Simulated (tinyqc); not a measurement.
Inside a calculation. Method: UKS/LDA (VWN5) in the sto-3g basis, for CH2, spin multiplicity 3. One step of it, computed by the program tinyqc.

Problem. Iteration 2: diagonalisation and new density. A level shift of 1 hartree raises the virtual space: F + shift (S - S D(s) S), with D(s) the density of one spin. Diagonalise F' = X^T F X, C = X C', fill 5 alpha and 3 beta electrons from the bottom; D(s) = C_occ C_occ^T; the new density keeps 0.2 of the old one (damping). Each column has its largest component positive (the first on a tie).

F(alpha) (hartree):
```
            1C 1s      1C 2s    1C 2px     1C 2py     1C 2pz      2H 1s      3H 1s
1C 1s   -8.953659  -2.537952  0.000000   0.000000   0.003280  -0.562328  -0.562328
1C 2s   -2.537952  -0.942424  0.000000   0.000000  -0.069816  -0.421040  -0.421040
1C 2px   0.000000   0.000000  0.155488   0.000000   0.000000   0.000000   0.000000
1C 2py   0.000000   0.000000  0.000000   0.064551   0.000000  -0.175027   0.175027
1C 2pz   0.003280  -0.069816  0.000000   0.000000   0.074571  -0.156555  -0.156555
2H 1s   -0.562328  -0.421040  0.000000  -0.175027  -0.156555  -0.292569  -0.153027
3H 1s   -0.562328  -0.421040  0.000000   0.175027  -0.156555  -0.153027  -0.292569
```

F(beta) (hartree):
```
            1C 1s      1C 2s    1C 2px     1C 2py     1C 2pz      2H 1s      3H 1s
1C 1s   -8.922419  -2.517280  0.000000   0.000000  -0.004209  -0.558545  -0.558545
1C 2s   -2.517280  -0.836686  0.000000   0.000000  -0.128480  -0.399039  -0.399039
1C 2px   0.000000   0.000000  0.287008   0.000000   0.000000   0.000000   0.000000
1C 2py   0.000000   0.000000  0.000000   0.129217   0.000000  -0.166594   0.166594
1C 2pz  -0.004209  -0.128480  0.000000   0.000000   0.198000  -0.157456  -0.157456
2H 1s   -0.558545  -0.399039  0.000000  -0.166594  -0.157456  -0.282716  -0.148113
3H 1s   -0.558545  -0.399039  0.000000   0.166594  -0.157456  -0.148113  -0.282716
```

X:
```
                1          2          3         4          5          6         7
1C 1s   -0.296556   0.000000   0.773317  0.000000  -0.605088   0.000000  0.165237
1C 2s    1.190063   0.000000  -0.359624  0.000000  -0.319931   0.000000  0.426974
1C 2px   0.000000   0.000000   0.000000  1.000000   0.000000   0.000000  0.000000
1C 2py   0.000000   1.008253   0.000000  0.000000   0.000000   0.636891  0.000000
1C 2pz   0.646309   0.000000   0.619053  0.000000   0.633697   0.000000  0.226837
2H 1s   -0.824272  -0.835394  -0.156021  0.000000   0.126335   0.384338  0.367433
3H 1s   -0.824272   0.835394  -0.156021  0.000000   0.126335  -0.384338  0.367433
```

D(alpha) after iteration 1:
```
            1C 1s      1C 2s    1C 2px     1C 2py     1C 2pz      2H 1s      3H 1s
1C 1s    1.058097  -0.233526  0.000000   0.000000   0.029597  -0.020505  -0.020505
1C 2s   -0.233526   0.982494  0.000000   0.000000  -0.116743   0.020991   0.020991
1C 2px   0.000000   0.000000  1.000000   0.000000   0.000000   0.000000   0.000000
1C 2py   0.000000   0.000000  0.000000   0.750536   0.000000   0.119273  -0.119273
1C 2pz   0.029597  -0.116743  0.000000   0.000000   0.885439   0.074575   0.074575
2H 1s   -0.020505   0.020991  0.000000   0.119273   0.074575   0.080342  -0.015866
3H 1s   -0.020505   0.020991  0.000000  -0.119273   0.074575  -0.015866   0.080342
```

D(beta) after iteration 1:
```
            1C 1s      1C 2s    1C 2px     1C 2py     1C 2pz      2H 1s      3H 1s
1C 1s    1.036204  -0.148612  0.000000   0.000000  -0.089641  -0.031241  -0.031241
1C 2s   -0.148612   0.653715  0.000000   0.000000   0.343586   0.060240   0.060240
1C 2px   0.000000   0.000000  0.000000   0.000000   0.000000   0.000000   0.000000
1C 2py   0.000000   0.000000  0.000000   0.721529   0.000000   0.129136  -0.129136
1C 2pz  -0.089641   0.343586  0.000000   0.000000   0.181334   0.028421   0.028421
2H 1s   -0.031241   0.060240  0.000000   0.129136   0.028421   0.086482  -0.027644
3H 1s   -0.031241   0.060240  0.000000  -0.129136   0.028421  -0.027644   0.086482
```

overlap S:
```
           1C 1s     1C 2s    1C 2px     1C 2py    1C 2pz     2H 1s      3H 1s
1C 1s   1.000000  0.248362  0.000000   0.000000  0.000000  0.054232   0.054232
1C 2s   0.248362  1.000000  0.000000   0.000000  0.000000  0.457173   0.457173
1C 2px  0.000000  0.000000  1.000000   0.000000  0.000000  0.000000   0.000000
1C 2py  0.000000  0.000000  0.000000   1.000000  0.000000  0.353304  -0.353304
1C 2pz  0.000000  0.000000  0.000000   0.000000  1.000000  0.272549   0.272549
2H 1s   0.054232  0.457173  0.000000   0.353304  0.272549  1.000000   0.159055
3H 1s   0.054232  0.457173  0.000000  -0.353304  0.272549  0.159055   1.000000
```

Give: F' = X^T F X; orbital energies; coefficients C; F' = X^T F X; orbital energies; coefficients C; D(alpha) after iteration 2; D(beta) after iteration 2.

Solution.

F' = X^T F X (alpha) (hartree):
```
        1       2       3      4       5       6       7
1   1.268   0.000   0.664  0.000  -0.362   0.000  -0.063
2   0.000   1.375   0.000  0.000   0.000  -0.046   0.000
3   0.664   0.000  -3.752  0.000   4.009   0.000  -1.876
4   0.000   0.000   0.000  0.155   0.000   0.000   0.000
5  -0.362   0.000   4.009  0.000  -4.117   0.000   1.996
6   0.000  -0.046   0.000  0.000   0.000  -0.101   0.000
7  -0.063   0.000  -1.876  0.000   1.996   0.000  -1.246
```

orbital energies (alpha) (hartree): MO1 -8.967, MO2 -0.334, MO3 -0.103, MO4 0.051, MO5 0.155, MO6 1.377, MO7 1.403

coefficients C (alpha):
```
           MO1     MO2     MO3     MO4    MO5     MO6     MO7
1C 1s    0.988  -0.232   0.000   0.136  0.000   0.000  -0.175
1C 2s    0.049   0.709   0.000  -0.550  0.000   0.000   1.011
1C 2px   0.000   0.000   0.000   0.000  1.000   0.000   0.000
1C 2py   0.000   0.000   0.668   0.000  0.000   0.988   0.000
1C 2pz   0.006   0.204   0.000   0.818  0.000   0.000   0.737
2H 1s   -0.012   0.239   0.358   0.162  0.000  -0.847  -0.878
3H 1s   -0.012   0.239  -0.358   0.162  0.000   0.847  -0.878
```

F' = X^T F X (beta) (hartree):
```
        1      2       3      4       5       6       7
1   1.323  0.000   0.597  0.000  -0.424   0.000  -0.027
2   0.000  1.426   0.000  0.000   0.000   0.009   0.000
3   0.597  0.000  -3.170  0.000   4.575   0.000  -1.862
4   0.000  0.000   0.000  1.287   0.000   0.000   0.000
5  -0.424  0.000   4.575  0.000  -3.515   0.000   1.997
6   0.000  0.009   0.000  0.000   0.000  -0.072   0.000
7  -0.027  0.000  -1.862  0.000   1.997   0.000  -1.212
```

orbital energies (beta) (hartree): MO1 -8.935, MO2 -0.286, MO3 -0.072, MO4 1.170, MO5 1.287, MO6 1.426, MO7 1.478

coefficients C (beta):
```
           MO1     MO2     MO3     MO4    MO5     MO6     MO7
1C 1s    0.989  -0.209   0.000  -0.210  0.000   0.000  -0.117
1C 2s    0.047   0.616   0.000   0.927  0.000   0.000   0.767
1C 2px   0.000   0.000   0.000   0.000  1.000   0.000   0.000
1C 2py   0.000   0.000   0.631   0.000  0.000   1.012   0.000
1C 2pz   0.007   0.288   0.000  -0.507  0.000   0.000   0.956
2H 1s   -0.012   0.274   0.389  -0.405  0.000  -0.833  -0.785
3H 1s   -0.012   0.274  -0.389  -0.405  0.000   0.833  -0.785
```

D(alpha) after iteration 2:
```
         1C 1s   1C 2s  1C 2px  1C 2py  1C 2pz   2H 1s   3H 1s
1C 1s    1.051  -0.199   0.000   0.000   0.062  -0.040  -0.040
1C 2s   -0.199   0.843   0.000   0.000  -0.267   0.068   0.068
1C 2px   0.000   0.000   1.000   0.000   0.000   0.000   0.000
1C 2py   0.000   0.000   0.000   0.507   0.000   0.215  -0.215
1C 2pz   0.062  -0.267   0.000   0.000   0.746   0.160   0.160
2H 1s   -0.040   0.068   0.000   0.215   0.160   0.185  -0.039
3H 1s   -0.040   0.068   0.000  -0.215   0.160  -0.039   0.185
```

D(beta) after iteration 2:
```
         1C 1s   1C 2s  1C 2px  1C 2py  1C 2pz   2H 1s   3H 1s
1C 1s    1.025  -0.096   0.000   0.000  -0.060  -0.061  -0.061
1C 2s   -0.096   0.437   0.000   0.000   0.211   0.147   0.147
1C 2px   0.000   0.000   0.000   0.000   0.000   0.000   0.000
1C 2py   0.000   0.000   0.000   0.463   0.000   0.222  -0.222
1C 2pz  -0.060   0.211   0.000   0.000   0.103   0.069   0.069
2H 1s   -0.061   0.147   0.000   0.222   0.069   0.199  -0.067
3H 1s   -0.061   0.147   0.000  -0.222   0.069  -0.067   0.199
```
